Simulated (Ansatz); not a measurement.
How close CCSD(T) comes to the exact answer in a basis

Each species is computed at the geometry given (Å), with frozen cores, in Ansatz 0.2.0: RHF-CCSD(T) for singlets, UHF-CCSD(T) otherwise, and full CI in the same basis. The program picks the determinant by trial CCSD, so it needn't be the lowest Hartree–Fock solution. States: GeC Σ⁺ or Δ, AlH3⁺ A1, CH⁺ Σ⁺ or Δ. Cases whose determinant has another symmetry than full CI's state, or whose (Q) step broke down, weren't drawn. No relativity is included.

Problem. Judging by size, spin and bonding and the diagnostics given, rank them by the size of CCSD(T)'s error in total energy against full CI in the same basis, smallest first (an estimate).
A. AlH$_{3}$⁺, doublet, aug-cc-pVDZ: Al 0.000 0.003 0.000; H 0.000 0.975 -1.221; H 0.000 0.975 1.221; H 0.000 -2.036 0.000. T1 0.023, (T) -32 meV in a correlation energy of -2.16 eV
B. CH⁺, singlet, cc-pVQZ: C 0.000 0.000 0.000; H 0.000 0.000 2.065. T1 0.042, (T) -140 meV in a correlation energy of -4.22 eV
C. GeC, singlet, 6-31G: Ge 0.000 0.000 0.000; C 0.000 0.000 1.524. T1 0.084, (T) -379 meV in a correlation energy of -5.41 eV

Solution. A (14.2 meV), B (26.4 meV), C (42.0 meV).

| species | basis | correlated electrons | CCSD(T) − full CI (meV) | CCSDT(Q) − full CI (meV) | unpaired electrons (full CI) | T1 | ⟨S²⟩ of the determinant |
| --- | --- | --- | --- | --- | --- | --- | --- |
| AlH3⁺, doublet | aug-cc-pVDZ | 5 | 14.2 | -0.1 | 1.05 | 0.023 | 0.76 |
| CH⁺, singlet | cc-pVQZ | 4 | 26.4 | 3.2 | 0.39 | 0.042 | 0.00 |
| GeC, singlet | 6-31G | 8 | 42.0 | -13.7 | 0.58 | 0.084 | 0.00 |

Unpaired electrons are Σ n²(2−n)² over natural occupations; an open shell counts its own unpaired electrons too. Frozen cores follow each run's orbitals, which moves totals by a few meV.
